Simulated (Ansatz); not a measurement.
**SiPH3+ (quartet): from Hartree-Fock to the top rungs, cc-pVDZ**

Aim: climb from Hartree-Fock through coupled cluster for SiPH3+ (quartet) at one geometry and basis, and see what each rung misses.

Method: cc-pVDZ, core rule «outside noble gas», up to 10 orbitals frozen; program: Ansatz 0.2.0, Gaussian basis.

Plan: UHF; CCSD(T) on ROHF; CCSD(T) on UHF; BCCD(T) on ROHF; CISD as a restricted active space (open shells left free, so some higher excitations enter); CCSDT(Q) on ROHF; CCSDT(Q) on UHF.

30 further runs of the same task are left out: 2 for a known fault of the program, 11 that didn't finish, 17 set aside as unsound or not needed. Runs told in other sessions of the task aren't counted.

## 1. The geometry

The geometry is a PBE0/def2-TZVP stationary point (not a proven minimum) of the parent state, kept for this charge and spin.

5 atoms, charge 1, spin multiplicity 4.

Atoms are counted from 1 here; the program's logs count them from 0.

Bond lengths: Si1–P2 2.245 Å, Si1–H3 1.489 Å, Si1–H4 1.489 Å, Si1–H5 1.489 Å. Angles: P2–Si1–H3 110.2°, P2–Si1–H4 110.2°, P2–Si1–H5 110.2°, H3–Si1–H4 108.7°, H3–Si1–H5 108.7°, H4–Si1–H5 108.7°.

As a file:

```xyz
5

Si   -1.09502   -0.00805    0.00234
P     1.14998    0.00845   -0.00246
H    -1.61912    1.38532    0.00576
H    -1.60112   -0.71239    1.21227
H    -1.60632   -0.70840   -1.20772
```

In the tables R marks a restricted open-shell determinant and U an unrestricted one; energies count from the table's Hartree-Fock row.

## 2. UHF

Contents of in.yaml:

```yaml
crystal:
  periodic: [false, false, false]
  atoms:
    - {symbol: Si, position_ang: [-1.095022, -0.008048, 0.002339]}
    - {symbol: P, position_ang: [1.149978, 0.008452, -0.002457]}
    - {symbol: H, position_ang: [-1.619119, 1.385319, 0.005761]}
    - {symbol: H, position_ang: [-1.601124, -0.712390, 1.212266]}
    - {symbol: H, position_ang: [-1.606323, -0.708402, -1.207717]}
basis:
  gaussian: {orbitals: cc-pVDZ}
total_charge: 1
magnetization: {spin_polarized: true, initial_magnetization: 3}
hamiltonian: {xc: hf}
output: {orbitals: {seedname: orbitals}}
```

On the command line:

```
$ ansatz run in.yaml --threads 1 --pin off --events-out ev --progress --plain --max-ram 2393MiB
```

Log:

```text
Functional definition: HF
  name "HF"
  cite "Fock, Z. Phys. 61, 126 (1930) doi:10.1007/BF01340294"
  parent pbe
  exchange = exact_x
  correlation = 0
503 factors; integrals over basis functions are off by at most 1.0e-3 eV
mean field evaluation 1: about -17170.6591 eV, gradient 8.9e0 eV
mean field evaluation 2: about -17170.6628 eV, gradient 8.9e0 eV
mean field evaluation 4: about -17171.8225 eV, gradient 1.1e0 eV
mean field evaluation 8: about -17171.8658 eV, gradient 1.2e-1 eV
mean field -17171.86645300 eV, -631.0544526387 hartree, gradient 1.2e-5 eV, S^2 3.754444; 0 other end points of the search recorded, 0 dependent functions left out
reference -17171.86645300 eV, -631.0544526387 hartree; 17, 14 occupied and 34, 37 virtual orbitals, 503 factors
Total energy: -17171.86645300 eV, -631.0544526387 hartree
```

Wall time 0.45 s (1 thread of Arm Neoverse V1, shared host).

From the report: ⟨S²⟩ of the determinant 3.754 (pure quartet: 3.75).

## 3. CCSD(T) on ROHF

Edit in.yaml of step 2 so:

```diff
@@ -11,4 +11,4 @@
 total_charge: 1
-magnetization: {spin_polarized: true, initial_magnetization: 3}
-hamiltonian: {xc: hf}
-output: {orbitals: {seedname: orbitals}}
+magnetization: {spin_polarized: false, initial_magnetization: 3}
+correlation: {method: ccsd_t, electrons: outside_noble_gas}
+output: {forces: true}
```

Launched as before.

Log (excerpt; [...] marks lines left out):

```text
Functional definition: HF
  name "HF"
  cite "Fock, Z. Phys. 61, 126 (1930) doi:10.1007/BF01340294"
  parent pbe
[...]
503 factors; integrals over basis functions are off by at most 1.0e-3 eV
[...]
mean field -17171.83449029 eV, -631.0532780306 hartree, gradient 2.5e-6 eV, S^2 3.750000; 1 other end points of the search recorded, 0 dependent functions left out
[...]
determinant -17171.83449029 eV, -631.0532780306 hartree, with singles and doubles -17177.32474313 eV, -631.2550411011 hartree
determinant -17168.55967868 eV, -630.9329309237 hartree, with singles and doubles -17174.55548195 eV, -631.1532726297 hartree
10 core orbitals not correlated: weight in the atoms' cores, before any rotation towards them, 1.000 or more for the frozen orbitals, at most 0.000 for the correlated occupied ones
reference -17171.83449029 eV, -631.0532780306 hartree; 7, 4 occupied and 34, 37 virtual orbitals, 503 factors
second order -4.33590720 eV of doubles, -0.01862063 eV of singles
cycle   1  -5.49032008 eV  change   -6.7e-5 eV  update   4.7e-4
[...]
cycle   7  -5.49038058 eV  change   -9.5e-7 eV  update   1.5e-6
perturbative correction -0.13431528 eV, -0.0049359954 hartree
[...]
Total energy: -17177.45918615 eV, -631.2599817909 hartree
Atom 0 at    -1.095022    -0.008048     0.002339 Å, force    -3.737573    -0.027465     0.007985 eV/Å
Atom 1 at     1.149978     0.008452    -0.002457 Å, force     1.751000     0.012869    -0.003741 eV/Å
Atom 2 at    -1.619119     1.385319     0.005761 Å, force     0.660516     0.233053    -0.001035 eV/Å
Atom 3 at    -1.601124    -0.712390     1.212266 Å, force     0.663453    -0.109555     0.196020 eV/Å
Atom 4 at    -1.606323    -0.708402    -1.207717 Å, force     0.662604    -0.108903    -0.199229 eV/Å
Dipole moment:     0.209631     0.001541    -0.000448 e Å
```

Run time: 5.5 s. Hardware: 1 thread of Arm Neoverse V1, shared host.

From the report: correlation -5.6247 eV; T1 0.023; largest double amplitude 0.04.

## 4. CCSD(T) on UHF

Edit in.yaml of step 3 so:

```diff
@@ -11,3 +11,3 @@
 total_charge: 1
-magnetization: {spin_polarized: false, initial_magnetization: 3}
+magnetization: {spin_polarized: true, initial_magnetization: 3}
 correlation: {method: ccsd_t, electrons: outside_noble_gas}
```

Same command.

Log (excerpt; [...] marks lines left out):

```text
Functional definition: HF
  name "HF"
  cite "Fock, Z. Phys. 61, 126 (1930) doi:10.1007/BF01340294"
  parent pbe
[...]
503 factors; integrals over basis functions are off by at most 1.0e-3 eV
[...]
mean field -17171.86645300 eV, -631.0544526387 hartree, gradient 2.5e-6 eV, S^2 3.754444; 2 other end points of the search recorded, 0 dependent functions left out
determinant -17171.86645300 eV, -631.0544526387 hartree, with singles and doubles -17177.32520892 eV, -631.2550582185 hartree
determinant -17169.06423455 eV, -630.9514730099 hartree, with singles and doubles -17174.56585155 eV, -631.1536537058 hartree
determinant -17169.03703401 eV, -630.9504734084 hartree, with singles and doubles -17174.54530306 eV, -631.1528985626 hartree
10 core orbitals not correlated: weight in the atoms' cores, before any rotation towards them, 1.000 or more for the frozen orbitals, at most 0.000 for the correlated occupied ones
reference -17171.86645300 eV, -631.0544526387 hartree; 7, 4 occupied and 34, 37 virtual orbitals, 503 factors
second order -4.32705081 eV of doubles, -0.00000000 eV of singles
cycle   1  -5.45883171 eV  change   -7.6e-5 eV  update   5.0e-4
[...]
cycle   7  -5.45890587 eV  change   -1.3e-6 eV  update   1.4e-6
perturbative correction -0.13404225 eV, -0.0049259620 hartree
[...]
Total energy: -17177.45940113 eV, -631.2599896913 hartree
Atom 0 at    -1.095022    -0.008048     0.002339 Å, force    -3.738399    -0.027471     0.007986 eV/Å
Atom 1 at     1.149978     0.008452    -0.002457 Å, force     1.751142     0.012870    -0.003741 eV/Å
Atom 2 at    -1.619119     1.385319     0.005761 Å, force     0.660745     0.232826    -0.001036 eV/Å
Atom 3 at    -1.601124    -0.712390     1.212266 Å, force     0.663680    -0.109438     0.195821 eV/Å
Atom 4 at    -1.606323    -0.708402    -1.207717 Å, force     0.662831    -0.108788    -0.199031 eV/Å
Dipole moment:     0.209800     0.001542    -0.000448 e Å
```

Run time: 5.5 s. Hardware: 1 thread of Arm Neoverse V1, shared host.

From the report: ⟨S²⟩ of the determinant 3.754 (pure quartet: 3.75); correlation -5.5929 eV; T1 0.021; largest double amplitude 0.04.

## 5. BCCD(T) on ROHF

Edit in.yaml of step 4 so:

```diff
@@ -11,4 +11,3 @@
 total_charge: 1
-magnetization: {spin_polarized: true, initial_magnetization: 3}
-correlation: {method: ccsd_t, electrons: outside_noble_gas}
-output: {forces: true}
+magnetization: {spin_polarized: false, initial_magnetization: 3}
+correlation: {method: bccd_t, electrons: outside_noble_gas}
```

Same command.

Log (excerpt; [...] marks lines left out):

```text
Functional definition: HF
  name "HF"
  cite "Fock, Z. Phys. 61, 126 (1930) doi:10.1007/BF01340294"
  parent pbe
[...]
503 factors; integrals over basis functions are off by at most 1.0e-3 eV
[...]
mean field -17171.83449029 eV, -631.0532780306 hartree, gradient 2.5e-6 eV, S^2 3.750000; 1 other end points of the search recorded, 0 dependent functions left out
[...]
determinant -17171.83449029 eV, -631.0532780306 hartree, with singles and doubles -17177.32474313 eV, -631.2550411011 hartree
determinant -17168.55967868 eV, -630.9329309237 hartree, with singles and doubles -17174.55548195 eV, -631.1532726297 hartree
10 core orbitals not correlated: weight in the atoms' cores, before any rotation towards them, 1.000 or more for the frozen orbitals, at most 0.000 for the correlated occupied ones
reference -17171.83449029 eV, -631.0532780306 hartree; 7, 4 occupied and 34, 37 virtual orbitals, 503 factors
second order -4.33590720 eV of doubles, -0.01862063 eV of singles
cycle   1  -5.48922613 eV  change    1.0e-3 eV  update   7.0e-3
[...]
cycle   8  -5.48594452 eV  change   -6.8e-6 eV  update   7.8e-6
perturbative correction -0.13872549 eV, -0.0050980678 hartree
Total energy: -17177.45916030 eV, -631.2599808412 hartree
```

It took 3.4 s on 1 thread of Arm Neoverse V1, shared host.

From the report: correlation -5.6247 eV; largest double amplitude 0.04.

## 6. CISD as a restricted active space (open shells left free, so some higher excitations enter)

Edit in.yaml of step 5 so:

```diff
@@ -12,2 +12,2 @@
 magnetization: {spin_polarized: false, initial_magnetization: 3}
-correlation: {method: bccd_t, electrons: outside_noble_gas}
+correlation: {active_space: {ras: {orbitals: [4, 3, 34], electrons: 11, max_holes: 2, max_particles: 2}, fixed_orbitals: true}}
```

Same command.

Log:

```text
Functional definition: HF
  name "HF"
  cite "Fock, Z. Phys. 61, 126 (1930) doi:10.1007/BF01340294"
  parent pbe
  exchange = exact_x
  correlation = 0
503 factors; integrals over basis functions are off by at most 1.0e-3 eV
mean field evaluation 1: about -17170.4554 eV, gradient 1.1e1 eV
mean field evaluation 2: about -17170.4589 eV, gradient 1.1e1 eV
mean field evaluation 4: about -17171.7911 eV, gradient 1.6e0 eV
mean field evaluation 8: about -17171.8340 eV, gradient 1.1e-1 eV
mean field -17171.83449029 eV, -631.0532780306 hartree, gradient 2.5e-6 eV, S^2 3.750000; 0 other end points of the search recorded, 0 dependent functions left out
reference -17171.83449029 eV, -631.0532780306 hartree; 17, 14 occupied and 34, 37 virtual orbitals, 503 factors
state -17176.93482950 eV, -631.2407120396 hartree
Total energy: -17176.93482950 eV, -631.2407120396 hartree
```

Wall time 7.5 s (1 thread of Arm Neoverse V1, shared host).

From the report: 123,867 determinants.

## 7. CCSDT(Q) on ROHF

Edit in.yaml of step 6 so:

```diff
@@ -12,2 +12,2 @@
 magnetization: {spin_polarized: false, initial_magnetization: 3}
-correlation: {active_space: {ras: {orbitals: [4, 3, 34], electrons: 11, max_holes: 2, max_particles: 2}, fixed_orbitals: true}}
+correlation: {method: ccsdt_q, electrons: outside_noble_gas}
```

The command is unchanged.

Log (excerpt; [...] marks lines left out):

```text
Functional definition: HF
  name "HF"
  cite "Fock, Z. Phys. 61, 126 (1930) doi:10.1007/BF01340294"
  parent pbe
[...]
977 factors; integrals over basis functions are off by at most 1.6e-7 eV
[...]
mean field -17171.83454894 eV, -631.0532801859 hartree, gradient 2.5e-6 eV, S^2 3.750000; 2 other end points of the search recorded, 0 dependent functions left out
[...]
determinant -17171.83454894 eV, -631.0532801859 hartree, with singles and doubles -17177.32478381 eV, -631.2550425960 hartree
determinant -17168.67415039 eV, -630.9371376815 hartree, with singles and doubles -17174.52822575 eV, -631.1522709828 hartree
determinant -17168.55973655 eV, -630.9329330505 hartree, with singles and doubles -17174.55552910 eV, -631.1532743627 hartree
10 core orbitals not correlated: weight in the atoms' cores, before any rotation towards them, 1.000 or more for the frozen orbitals, at most 0.000 for the correlated occupied ones
reference -17171.83454894 eV, -631.0532801859 hartree; 7, 4 occupied and 34, 37 virtual orbitals, 977 factors
second order -4.33593378 eV of doubles, -0.01862075 eV of singles
cycle   1  -5.16564946 eV  change   -8.1e-1 eV  update   7.8e-2
[...]
cycle  16  -5.65606828 eV  change    8.6e-7 eV  update   3.3e-7
perturbative correction -0.00597646 eV, -0.0002196308 hartree
Total energy: -17177.49659367 eV, -631.2613564921 hartree
```

Wall time 37 s (1 thread of Arm Neoverse V1, shared host); peak memory 0.51 GiB.

From the report: correlation -5.6620 eV; T1 0.024; largest double amplitude 0.05.

## 8. CCSDT(Q) on UHF

Edit in.yaml of step 7 so:

```diff
@@ -11,3 +11,3 @@
 total_charge: 1
-magnetization: {spin_polarized: false, initial_magnetization: 3}
+magnetization: {spin_polarized: true, initial_magnetization: 3}
 correlation: {method: ccsdt_q, electrons: outside_noble_gas}
```

The command is unchanged.

Log (excerpt; [...] marks lines left out):

```text
Functional definition: HF
  name "HF"
  cite "Fock, Z. Phys. 61, 126 (1930) doi:10.1007/BF01340294"
  parent pbe
[...]
977 factors; integrals over basis functions are off by at most 1.6e-7 eV
[...]
mean field -17171.86651135 eV, -631.0544547830 hartree, gradient 2.4e-6 eV, S^2 3.754444; 2 other end points of the search recorded, 0 dependent functions left out
determinant -17171.86651135 eV, -631.0544547830 hartree, with singles and doubles -17177.32524936 eV, -631.2550597049 hartree
determinant -17169.06429327 eV, -630.9514751679 hartree, with singles and doubles -17174.56589846 eV, -631.1536554295 hartree
determinant -17169.03709269 eV, -630.9504755651 hartree, with singles and doubles -17174.54534854 eV, -631.1529002339 hartree
10 core orbitals not correlated: weight in the atoms' cores, before any rotation towards them, 1.000 or more for the frozen orbitals, at most 0.000 for the correlated occupied ones
reference -17171.86651135 eV, -631.0544547830 hartree; 7, 4 occupied and 34, 37 virtual orbitals, 977 factors
second order -4.32707735 eV of doubles, -0.00000000 eV of singles
cycle   1  -5.13682641 eV  change   -8.1e-1 eV  update   7.7e-2
[...]
cycle  16  -5.62434053 eV  change    6.7e-7 eV  update   3.2e-7
perturbative correction -0.00628071 eV, -0.0002308120 hartree
Total energy: -17177.49713260 eV, -631.2613762973 hartree
```

Run time: 32 s. Hardware: 1 thread of Arm Neoverse V1, shared host; peak memory 0.42 GiB.

From the report: ⟨S²⟩ of the determinant 3.754 (pure quartet: 3.75); correlation -5.6306 eV; T1 0.021; largest double amplitude 0.05.

## 9. The ladder

The yardstick is UCCSDT(Q), where the cluster series has nearly closed. Rows without a time are mean-field rows or come out of runs for another level: lower rungs of the coupled-cluster runs, or the Hartree-Fock search. The times of RCCSD(T), UCCSD(T) include forces.

Differences are taken before rounding.

```tsv
method	energy from the lowest ROHF (meV)	from UCCSDT(Q) (meV)	time
ROHF	0.0	+5662.6	
UHF	-32.0	+5630.7	
RMP2	-4354.5	+1308.1	
UMP2	-4359.0	+1303.6	
CISD	-5100.3	+562.3	7.5 s
RCCSD	-5490.4	+172.3	
UCCSD	-5490.9	+171.8	
RCCSD(T)	-5624.7	+37.9	5.5 s
UCCSD(T)	-5624.9	+37.7	5.5 s
BCCD(T)	-5624.7	+38.0	3.4 s
RCCSDT	-5656.1	+6.5	
UCCSDT	-5656.4	+6.3	
RCCSDT(Q)	-5662.1	+0.5	37 s
UCCSDT(Q)	-5662.6	0	32 s
```

Among the levels timed on like hardware and quicker than the yardstick, those that no quicker one beats, quickest first: BCCD(T) (3.4 s, +38.0 meV); RCCSD(T) (5.5 s, +37.9 meV); UCCSD(T) (5.5 s, +37.7 meV).

## 10. Outcome

| quantity | value |
| --- | --- |
| UCCSDT(Q) from the ROHF energy | -5.6626 eV |
| RMP2 from UCCSDT(Q) | +1308.1 meV |
| UMP2 from UCCSDT(Q) | +1303.6 meV |
| RCCSD from UCCSDT(Q) | +172.3 meV |
| RCCSD(T) from UCCSDT(Q) | +37.9 meV |
| UCCSD(T) from UCCSDT(Q) | +37.7 meV |
| RCCSDT(Q) from UCCSDT(Q) | +0.5 meV |
| levels within 1 kcal/mol (43 meV) | RCCSD(T), UCCSD(T), BCCD(T), RCCSDT, UCCSDT, RCCSDT(Q) |
| T1 diagnostic | 0.023 |

**Reading.** RCCSD(T) misses by +37.9 meV, 0.7 % of the correlation energy. These misses are within one basis, not against nature; the frozen cores of restricted and unrestricted runs differ, which can shift their rows.

With open shells the CI space here admits some higher excitations, so it is larger than plain CISD.

UCCSD(T) reaches 37.7 meV from the reference in 5.5 s, where UCCSDT(Q) took 32 s; the quickest level in the cost chart, BCCD(T), takes 3.4 s and misses by 38.0 meV.
